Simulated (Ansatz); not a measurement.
# LiH₂O+ (SMILES [Li][OH2+]): a relaxation

Aim: see where a relaxation from this start ends.

Method: PBE0-D4/def2-SVP; program: Ansatz 0.2.0, Gaussian basis.

## (1) Starting geometry

The start, displaced at random: SMILES `[Li][OH2+]`, 4 atoms, charge 1, spin multiplicity 1.

Atoms are counted from 1 here; the program's logs count them from 0.

Bond lengths: Li1–O2 1.715 Å, O2–H3 0.972 Å, O2–H4 0.991 Å. Angles: Li1–O2–H3 122.2°, Li1–O2–H4 118.7°, H3–O2–H4 117.7°.

Geometry (Å):

```xyz
4
H2LiO
Li   -1.12796    0.93548   -0.49148
O     0.10886   -0.10017    0.08953
H     0.83289    0.22297    0.65163
H     0.20560   -0.99988   -0.31453
```

## (2) The relaxation

Input file run/in.yaml:

```yaml
crystal:
  periodic: [false, false, false]
  atoms:
    - {symbol: Li, position_ang: [-1.127964, 0.935484, -0.491478]}
    - {symbol: O, position_ang: [0.108860, -0.100165, 0.089527]}
    - {symbol: H, position_ang: [0.832893, 0.222971, 0.651626]}
    - {symbol: H, position_ang: [0.205596, -0.999879, -0.314528]}
basis:
  gaussian: {orbitals: def2-SVP}
total_charge: 1
hamiltonian: {xc: pbe0, dispersion: d4}
relax: {f_tol: 0.05, max_steps: 5, max_displacement: 0.05}
```

Command:

```
$ ansatz run in.yaml --threads 2 --pin off --events-out ev --progress --plain --max-ram 3481MiB
```

Before running it: what results should come out? Wanted: energy change; last largest force; RMSD from the start.

**Answer**, as computed:

| quantity | value |
| --- | --- |
| steps | 4 |
| energy change | -17.5 kJ/mol |
| last largest force | 0.0466 eV/Å |
| RMSD from the start | 0.101 Å |

In words: It converged in 4 steps at a force tolerance of 0.05 eV/Å.
